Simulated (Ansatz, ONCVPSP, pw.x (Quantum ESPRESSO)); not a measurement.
**What a changed setting does to a pw.x run (diamond Os)**

Potential: optimised norm-conserving Vanderbilt (ONCV), ONCVPSP 4.0.1.1 (patched build), LDA (Perdew-Wang 92); core [Kr] 4d10 4f14, reference 5s2 5p6 5d6; waves: 5s: rc 1.75 bohr, ncon 4, nbas 8, qcut 7.6 1/bohr, 2 projectors, debl 0.4 Ha; 5p: rc 1.90 bohr, ncon 4, nbas 9, qcut 7.1 1/bohr, 3 projectors, debl 3.5 Ha; 5d: rc 2.55 bohr, ncon 3, nbas 7, qcut 5.4 1/bohr, 2 projectors, debl 3.1 Ha; local part: polynomial inside 1.50 bohr (lpopt 2, dvloc0 0 Ha); core correction: Teter function, fcfact 3, rcfact 1.65. In the s channel the program set the typed energies aside and used -4.009, 0.050 Ha.

The reference run (k-mesh 8³, cutoffs 55/220 Ry, Fermi–Dirac 0.01 Ry, mixing_beta 0.4, conv_thr 1e-9, no spin) gives -1.24 GPa at 20.501 Å³/atom, where all-electron LAPW gives -0.04 GPa. This run, with its own iteration cap, changes smearing to box, a wrong or extreme entry chosen on purpose.

```
&control
  calculation='scf', prefix='x', pseudo_dir='./', outdir='./tmp', tstress=.true., disk_io='none'
/
&system
  ibrav=0, nat=2, ntyp=1, ecutwfc=55, ecutrho=220, nbnd=26,
  occupations='smearing', smearing='box', degauss=0.01
/
&electrons
  conv_thr=1e-09, mixing_beta=0.4, electron_maxstep=70
/
ATOMIC_SPECIES
Os 1.0 Os.UPF
CELL_PARAMETERS angstrom
  0.00000000 2.73689634 2.73689634
  2.73689634 0.00000000 2.73689634
  2.73689634 2.73689634 0.00000000
ATOMIC_POSITIONS crystal
Os 0.0000 0.0000 0.0000
Os 0.2500 0.2500 0.2500
K_POINTS automatic
8 8 8 0 0 0
```

```bash
pw.x < Os.scf.in > Os.scf.out
```

How does the run end?

It stops with "set_occupations: smearing box unknown".

```
Error in routine  set_occupations (1):
      smearing box unknown
```
